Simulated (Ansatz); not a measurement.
Input for Ansatz (development build ahead of 0.2.0):

```yaml
crystal:
  periodic: [false, false, false]
  atoms:
    - { symbol: O, position_ang: [0.0, 0.0, -1.68211] }
    - { symbol: C, position_ang: [0.0, 0.0, -0.52568] }
    - { symbol: S, position_ang: [0.0, 0.0, 1.03819] }
basis:
  gaussian: { orbitals: cc-pVDZ }
hamiltonian:
  xc: hf
correlation:
  method: mp2
  frozen_orbitals: { C: 1, O: 1, S: 5 }
```

The input is written out in the form of the current development build from the run's settings.

Results

```yaml
Converged: yes
Reference_energy: -510.29082 hartree
Correlation_energy: -0.43565 hartree
Total_energy: -510.72647 hartree
Spin_squared_of_the_determinant: 0.000
```
